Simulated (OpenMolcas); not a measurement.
# AlH3F− (SMILES [H][Al-]([H])([H])[F]): a chain of runs

Aim: a single-point energy (UHF/STO-3G), then a single-point energy (CASSCF(2,2)/STO-3G), then the energy (CASPT2(2,2)/STO-3G), then the energy (SC-NEVPT2(2,2)/STO-3G), then the energy (MRCI(2,2)/STO-3G) of AlH3F−. 

The calculation is run with OpenMolcas 26.06.

3 further runs of the same task are left out: 1 for a known fault of the program, 2 set aside as unsound or not needed.

## (1) Starting point

The species is AlH3F− (5 atoms), meant as a singlet with charge -1. SMILES: `[H][Al-]([H])([H])[F]`. The Al1–H5 distance was set to 3.228 Å, away from the relaxed value. At this shape a bond of the SMILES string is far longer than usual.

Bond lengths: Al1–F2 1.696 Å, Al1–H3 1.614 Å, Al1–H4 1.615 Å. Angles: F2–Al1–H3 108.1°, F2–Al1–H4 108.2°, H3–Al1–H4 110.7°.

## (2) The energy at UHF/STO-3G (run 1)

The input, step1.inp:

```
>>> EXPORT MOLCAS_PRINT=2
&GATEWAY
BasLib = $CurrDir
Coord
5
angstrom
Al       0.765056       1.325400       0.475164
F        0.777066       1.305840       2.170644
H        2.295506       1.336680      -0.037616
H       -0.008934       2.657810      -0.007126
H       -0.766190      -1.324970      -0.550240
Basis = STO-3G
Group = NoSym
&SEWARD
&SCF
UHF
Charge = -1
Scramble = 0.25
PrOrbitals = 1 1
```

The basis set STO-3G is read from a file made from the Basis Set Exchange's data (not shown).

On the command line:

```bash
export MOLCAS_MEM=1860
pymolcas step1.inp > step1.log
```

Output:

```text
--- Start Module: gateway ---
[...]
--- Stop Module: gateway /rc=_RC_ALL_IS_WELL_ ---
--- Start Module: seward ---
[...]
      Basis functions           17
--- Stop Module: seward /rc=_RC_ALL_IS_WELL_ ---
--- Start Module: scf ---
[...]
       Convergence after  18 Iterations
[...]
::    Total SCF energy                               -338.4549984118
[...]
      Total spin, S                                     0.5375788214
[...]
      Total electronic charge=   26.000000
      Total            charge=   -1.000000
[...]
      Dipole Moment (debye):
      Origin of the operator (angstrom)=    0.7538    1.2909    1.0909
                   X= -2.2286E-01               Y= -4.3846E-01               Z=  2.1315E+00           Total=  2.1875E+00
      Center of Charge (angstrom)
[...]
--- Stop Module: scf /rc=_RC_ALL_IS_WELL_ ---
[...]
```

Wall time 1.9 s (1 thread of Arm Neoverse V1, shared host); peak memory 0.37 GiB.

## (3) The energy at CASSCF(2,2)/STO-3G (run 2)

The input, step2.inp:

```
* AlFH3 CASSCF

&GATEWAY
  BasLib=$CurrDir
  Coord
  5
  angstrom
  Al       0.765056       1.325400       0.475164
  F        0.777066       1.305840       2.170644
  H        2.295506       1.336680      -0.037616
  H       -0.008934       2.657810      -0.007126
  H       -0.766190      -1.324970      -0.550240
  Basis=STO-3G
  Group=NoSym

&SEWARD

&RASSCF
  FileOrb=$CurrDir/step1.UnaOrb
  Spin=1
  Nactel=2 0 0
  Inactive=12
  Ras2=2
  OrbListing=Nothing
```

The basis set STO-3G is read from a file made from the Basis Set Exchange's data (not shown).

On the command line:

```bash
export MOLCAS_MEM=1860
pymolcas step2.inp > step2.log
```

Output:

```text
--- Start Module: gateway ---
[...]
--- Stop Module: gateway /rc=_RC_ALL_IS_WELL_ ---
--- Start Module: seward ---
[...]
      Basis functions           17
--- Stop Module: seward /rc=_RC_ALL_IS_WELL_ ---
--- Start Module: rasscf ---
[...]
      Number of active orbitals                  2
[...]
      Spin quantum number                      0.0
[...]
      Active orbitals                            2
[...]
      Number of CSFs                             3
[...]
      Number of root(s) required                 1
[...]
      Convergence after  8 iterations
[...]
      printout of CI-coefficients larger than  0.05 for root  1
      energy=    -338.465617
      conf/sym  11     Coeff  Weight
             1  20  -0.91131 0.83049
             3  02   0.41171 0.16951
      Natural orbitals and occupation numbers for root  1
      sym 1:   1.660982   0.339018
      ************************************************************************************************************************
      *                                                    Final results                                                     *
[...]
::    RASSCF root number  1 Total energy:   -338.46561728
[...]
      Total electronic charge=   26.000000
      Total            charge=   -1.000000
[...]
      Dipole Moment (debye):
      Origin of the operator (angstrom)=    0.7538    1.2909    1.0909
                   X=  2.2451E-01               Y=  3.3652E-01               Z=  2.4159E+00           Total=  2.4495E+00
      Center of Charge (angstrom)
[...]
--- Stop Module: rasscf /rc=_RC_ALL_IS_WELL_ ---
[...]
```

Wall time 1.6 s (1 thread of Arm Neoverse V1, shared host); peak memory 0.37 GiB.

## (4) The energy at CASPT2(2,2)/STO-3G (run 3)

The input, step3.inp:

```
&gateway
 baslib
 $CurrDir
 coord
 5
 angstrom
 Al       0.765056       1.325400       0.475164
 F        0.777066       1.305840       2.170644
 H        2.295506       1.336680      -0.037616
 H       -0.008934       2.657810      -0.007126
 H       -0.766190      -1.324970      -0.550240
 basis
 STO-3G
 group
 NoSym

&seward

&rasscf
 fileorb
 $CurrDir/step2.RasOrb
 spin
 1
 nactel
 2 0 0
 inactive
 12
 ras2
 2
 orblisting
 Nothing

&caspt2
 imaginary
 0.1
 frozen
 6
```

The basis set STO-3G is read from a file made from the Basis Set Exchange's data (not shown).

On the command line:

```bash
export MOLCAS_MEM=1860
pymolcas step3.inp > step3.log
```

Output:

```text
--- Start Module: gateway ---
[...]
--- Stop Module: gateway /rc=_RC_ALL_IS_WELL_ ---
[...]
      Basis functions           17
[...]
--- Start Module: rasscf ---
[...]
      Number of active orbitals                  2
[...]
      Spin quantum number                      0.0
[...]
      Active orbitals                            2
[...]
      Number of CSFs                             3
[...]
      Number of root(s) required                 1
[...]
      Convergence after  4 iterations
[...]
      printout of CI-coefficients larger than  0.05 for root  1
      energy=    -338.465617
      conf/sym  11     Coeff  Weight
             1  20  -0.91131 0.83049
             3  02   0.41172 0.16951
      Natural orbitals and occupation numbers for root  1
      sym 1:   1.660980   0.339020
      ************************************************************************************************************************
      *                                                    Final results                                                     *
[...]
::    RASSCF root number  1 Total energy:   -338.46561728
[...]
      Total electronic charge=   26.000000
      Total            charge=   -1.000000
[...]
      Dipole Moment (debye):
      Origin of the operator (angstrom)=    0.7538    1.2909    1.0909
                   X=  2.2450E-01               Y=  3.3650E-01               Z=  2.4158E+00           Total=  2.4495E+00
      Center of Charge (angstrom)
[...]
--- Stop Module: rasscf /rc=_RC_ALL_IS_WELL_ ---
--- Start Module: caspt2 ---
[...]
 ###    WARNING: User changed nr of frozen orbitals.                         ###
 ###############################################################################
[...]
      E2 (Variational):          -0.0395884612
      Total energy:            -338.5052057431
[...]
      Reference weight:           0.97907
[...]
::    CASPT2 Root  1     Total energy:   -338.50520574
[...]
--- Stop Module: caspt2 /rc=_RC_ALL_IS_WELL_ ---
[...]
```

It took 1.7 s on 1 thread of Arm Neoverse V1, shared host; peak memory 0.37 GiB.

## (5) The energy at SC-NEVPT2(2,2)/STO-3G (run 4)

The input, step4.input:

```
* AlFH3 NEVPT2
>>> EXPORT MOLCAS_PRINT=2

&GATEWAY
 BASLIB=$CurrDir
 COORD
 5
 angstrom
 Al       0.765056       1.325400       0.475164
 F        0.777066       1.305840       2.170644
 H        2.295506       1.336680      -0.037616
 H       -0.008934       2.657810      -0.007126
 H       -0.766190      -1.324970      -0.550240
 BASIS=STO-3G
 GROUP=NoSym

&SEWARD

&RASSCF
 FILEORB=$CurrDir/step2.RasOrb
 SPIN=1
 NACTEL=2 0 0
 INACTIVE=12
 RAS2=2
 ORBLISTING=Nothing

&CASPT2
 SC-NEVPT2
 FROZEN=6
```

The basis set STO-3G is read from a file made from the Basis Set Exchange's data (not shown).

On the command line:

```bash
export MOLCAS_MEM=1860
pymolcas step4.input > step4.log
```

Output:

```text
--- Start Module: gateway ---
[...]
--- Stop Module: gateway /rc=_RC_ALL_IS_WELL_ ---
[...]
      Basis functions           17
[...]
--- Start Module: rasscf ---
[...]
      Number of active orbitals                  2
[...]
      Spin quantum number                      0.0
[...]
      Active orbitals                            2
[...]
      Number of CSFs                             3
[...]
      Number of root(s) required                 1
[...]
      Convergence after  4 iterations
[...]
      printout of CI-coefficients larger than  0.05 for root  1
      energy=    -338.465617
      conf/sym  11     Coeff  Weight
             1  20  -0.91131 0.83049
             3  02   0.41172 0.16951
      Natural orbitals and occupation numbers for root  1
      sym 1:   1.660980   0.339020
      ************************************************************************************************************************
      *                                                    Final results                                                     *
[...]
::    RASSCF root number  1 Total energy:   -338.46561728
[...]
      Total electronic charge=   26.000000
      Total            charge=   -1.000000
[...]
      Dipole Moment (debye):
      Origin of the operator (angstrom)=    0.7538    1.2909    1.0909
                   X=  2.2450E-01               Y=  3.3650E-01               Z=  2.4158E+00           Total=  2.4495E+00
      Center of Charge (angstrom)
[...]
--- Stop Module: rasscf /rc=_RC_ALL_IS_WELL_ ---
--- Start Module: caspt2 ---
[...]
 ###    WARNING: User changed nr of frozen orbitals.                         ###
 ###############################################################################
[...]
      E2 (Variational):          -0.0385012435
[...]
      E2 (Variational):          -0.0384602190
      Total energy:            -338.5040775008
[...]
      Reference weight:           0.98047
[...]
::    SC-NEVPT2 Root  1     Total energy:   -338.50407750
[...]
--- Stop Module: caspt2 /rc=_RC_ALL_IS_WELL_ ---
[...]
```

It took 1.7 s on 1 thread of Arm Neoverse V1, shared host; peak memory 0.37 GiB.

## (6) The energy at MRCI(2,2)/STO-3G (run 5)

The input, step5.input:

```
&gateway
baslib=$CurrDir
coord
5
angstrom
Al       0.765056       1.325400       0.475164
F        0.777066       1.305840       2.170644
H        2.295506       1.336680      -0.037616
H       -0.008934       2.657810      -0.007126
H       -0.766190      -1.324970      -0.550240
basis=STO-3G
group=NoSym
&seward
&rasscf
fileorb=$CurrDir/step2.RasOrb
spin=1
nactel=2 0 0
inactive=12
ras2=2
orblisting=Nothing
&motra
lumorb
frozen=6
&guga
electrons=14
spin=1
inactive=6
active=2
ciall=1
&mrci
sdci
```

The basis set STO-3G is read from a file made from the Basis Set Exchange's data (not shown).

On the command line:

```bash
export MOLCAS_MEM=1860
pymolcas step5.input > step5.log
```

Output:

```text
--- Start Module: gateway ---
[...]
--- Stop Module: gateway /rc=_RC_ALL_IS_WELL_ ---
[...]
      Basis functions           17
[...]
      Number of active orbitals                  2
[...]
      Spin quantum number                      0.0
[...]
      Active orbitals                            2
[...]
      Number of CSFs                             3
[...]
      Number of root(s) required                 1
[...]
      Convergence after  4 iterations
[...]
      printout of CI-coefficients larger than  0.05 for root  1
      energy=    -338.465617
      conf/sym  11     Coeff  Weight
             1  20  -0.91131 0.83049
             3  02   0.41172 0.16951
      Natural orbitals and occupation numbers for root  1
      sym 1:   1.660980   0.339020
      ************************************************************************************************************************
      *                                                    Final results                                                     *
[...]
::    RASSCF root number  1 Total energy:   -338.46561728
[...]
      Dipole Moment (debye):
      Origin of the operator (angstrom)=    0.7538    1.2909    1.0909
                   X=  2.2450E-01               Y=  3.3650E-01               Z=  2.4158E+00           Total=  2.4495E+00
      Center of Charge (angstrom)
[...]
      *** WARNING: Default frozen orbitals is overwritten by user input.
      *** Default values:   3
[...]
--- Start Module: guga ---
[...]
--- Stop Module: guga /rc=_RC_ALL_IS_WELL_ ---
--- Start Module: mrci ---
[...]
       (But an ACPF correction will be computed)
       USE THE DEFAULT ACPF G-VALUE GFAC=  0.14285714285714285
[...]
                      CI ENERGY:  -338.51778754
[...]
                ACPF CORRECTION:    -0.00187274
[...]
      Total electronic charge=   26.000000
      Total            charge=   -1.000000
[...]
     ACPF CORRECTION:     -0.00187274
[...]
  CI State   1     Total energy:   -338.51778754     QDav:     -0.00219801     QACPF:     -0.00187274
[...]
--- Stop Module: mrci /rc=_RC_ALL_IS_WELL_ ---
[...]
```

Wall time 1.8 s (1 thread of Arm Neoverse V1, shared host); peak memory 0.37 GiB.

## (7) Summary of results

| quantity | value |
| --- | --- |
| run 1, UHF/STO-3G: total energy | -338.45500 Eh |
| run 1, UHF/STO-3G: HOMO energy | 4.78 eV |
| run 1, UHF/STO-3G: LUMO energy | 12.30 eV |
| run 1, UHF/STO-3G: HOMO–LUMO gap (to an unbound level, set by the basis) | 7.51 eV |
| run 1, UHF/STO-3G: ⟨S²⟩ | 0.827 |
| run 2, CASSCF(2,2)/STO-3G: total energy | -338.46562 Eh |
| run 3, CASPT2(2,2)/STO-3G: total energy | -338.50521 Eh |
| run 4, SC-NEVPT2(2,2)/STO-3G: total energy | -338.50408 Eh |
| run 5, MRCI(2,2)/STO-3G: total energy | -338.51779 Eh |

⟨S²⟩ (run 1, UHF/STO-3G) is 0.83 where a pure singlet has 0.00: the reference is spin-contaminated. Mulliken charges (run 1, UHF/STO-3G) run from -0.49 on F2 to +0.49 on Al1; they depend strongly on the basis. The HOMO (run 1, UHF/STO-3G) lies at positive energy, 4.78 eV: the electron is unbound at this level or held by a compact basis; values depend on the basis. Mulliken charges (run 4, SC-NEVPT2(2,2)/STO-3G) of the CASSCF density run from -0.48 on F2 to +0.54 on Al1; they depend strongly on the basis. Mulliken charges (run 5, MRCI(2,2)/STO-3G) of the CASSCF density run from -0.48 on F2 to +0.54 on Al1; they depend strongly on the basis.
